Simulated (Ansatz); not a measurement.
# C3H4O2S: up Jacob's ladder to CCSD(T)

The task here is to estimate one member of a computed series from the others.

Program: Ansatz 0.2.0, Gaussian basis. Level of theory: functionals in def2-TZVPP, the program's frozen cores in correlated methods. These are calculated values, not measurements.

Levels to be run: LDA (SPW92), PBE-D4, revPBE-D4, BLYP-D4, r2SCAN-D4, B97M-V, PBE0-D4, B3LYP-D4, r2SCANh-D4, r2SCAN0-D4, HSE06-D4, BHLYP-D4, CAM-B3LYP-D4, LC-ωPBE, ωB97X-V, ωB97M-V, B2PLYP, PBE-QIDH; CCSD(T)/def2-SVP; CCSD(T)/def2-TZVPP; MP2/def2-QZVPP; extrapolation to the limit; RPA on PBE.

### The relaxed structure

An earlier PBE0-D4 in a triple-zeta def2 set relaxation fixed the geometry.

SMILES `OC1(O)C=CS1`, 10 atoms, charge 0, spin multiplicity 1.

Atoms are counted from 1 here; the program's logs count them from 0.

Bond lengths: O1–C2 1.376 Å, O1–H7 0.963 Å, C2–O3 1.352 Å, C2–C4 1.506 Å, C2–S6 1.970 Å, O3–H8 0.965 Å, C4–C5 1.330 Å, C4–H9 1.082 Å, C5–S6 1.760 Å, C5–H10 1.082 Å. Angles: C2–O1–H7 108.3°, O1–C2–O3 108.7°, O1–C2–C4 118.8°, O1–C2–S6 111.8°, O3–C2–C4 113.7°, O3–C2–S6 115.9°, C4–C2–S6 86.8°, C2–O3–H8 108.1°, C2–C4–C5 100.2°, C2–C4–H9 127.2°, C5–C4–H9 132.6°, C4–C5–S6 101.8°, C4–C5–H10 132.1°, S6–C5–H10 126.1°, C2–S6–C5 71.2°.

Geometry (Å):

```
atom     x (Å)     y (Å)     z (Å)
  O1   0.63591  -1.46206  -0.67048
  C2   0.04579  -0.55716   0.18206
  O3  -0.61755  -1.23667   1.14431
  C4  -0.74089   0.58502  -0.40370
  C5   0.02993   1.60811  -0.04676
  S6   1.33084   0.79553   0.81543
  H7   1.22543  -0.98102  -1.26135
  H8  -0.08659  -2.00400   1.38964
  H9  -1.67780   0.52684  -0.94247
 H10  -0.06196   2.67421  -0.20397
```

The first run:

in.yaml

```yaml
crystal:
  periodic: [false, false, false]
  atoms:
    - {symbol: O, position_ang: [0.635906, -1.462057, -0.670484]}
    - {symbol: C, position_ang: [0.045786, -0.557160, 0.182059]}
    - {symbol: O, position_ang: [-0.617551, -1.236670, 1.144308]}
    - {symbol: C, position_ang: [-0.740891, 0.585019, -0.403700]}
    - {symbol: C, position_ang: [0.029932, 1.608112, -0.046757]}
    - {symbol: S, position_ang: [1.330837, 0.795533, 0.815434]}
    - {symbol: H, position_ang: [1.225428, -0.981024, -1.261347]}
    - {symbol: H, position_ang: [-0.086588, -2.004003, 1.389636]}
    - {symbol: H, position_ang: [-1.677797, 0.526839, -0.942473]}
    - {symbol: H, position_ang: [-0.061963, 2.674213, -0.203974]}
basis:
  gaussian: {orbitals: def2-TZVPP}
hamiltonian: {xc: lda}
output: {orbitals: {seedname: orbitals}}
```

Among the steps run: LDA; PBE-D4 (GGA); revPBE-D4 (GGA); BLYP-D4 (GGA); r2SCAN-D4 (meta-GGA); B97M-V (meta-GGA); PBE0-D4 (hybrid); B3LYP-D4 (hybrid); r2SCANh-D4 (hybrid); r2SCAN0-D4 (hybrid); HSE06-D4 (hybrid); BHLYP-D4 (hybrid); CAM-B3LYP-D4 (range-separated); LC-ωPBE (range-separated); ωB97X-V (range-separated); ωB97M-V (range-separated); B2PLYP (double hybrid); PBE-QIDH (double hybrid).

One table of the session follows, with a row left open; its other results are not shown here.

It belongs to the step «Orbital energies across the functionals». 

| functional | HOMO (eV) | gap (eV) |
| --- | --- | --- |
| LDA (SPW92) | -5.21 | 3.56 |
| PBE-D4 | -5.04 | 3.64 |
| revPBE-D4 | ? | ? |
| BLYP-D4 | -4.89 | 3.60 |
| r2SCAN-D4 | -5.24 | 4.04 |
| B97M-V | -5.29 | 4.16 |
| PBE0-D4 | -6.18 | 5.75 |
| B3LYP-D4 | -5.97 | 5.29 |
| r2SCANh-D4 | -5.67 | 4.83 |
| r2SCAN0-D4 | -6.31 | 6.00 |
| HSE06-D4 | -5.78 | 4.97 |
| BHLYP-D4 | -7.19 | 7.80 |
| CAM-B3LYP-D4 | -7.50 | 8.17 |
| LC-ωPBE | -8.86 | 10.73 |
| ωB97X-V | -8.48 | 10.26 |
| ωB97M-V | -8.34 | 9.97 |

Estimate the missing values for revPBE-D4.

**Answer.** HOMO (eV): -4.97; gap (eV): 3.68. In the column «HOMO (eV)» it lies between PBE-D4 (-5.04) and BLYP-D4 (-4.89).
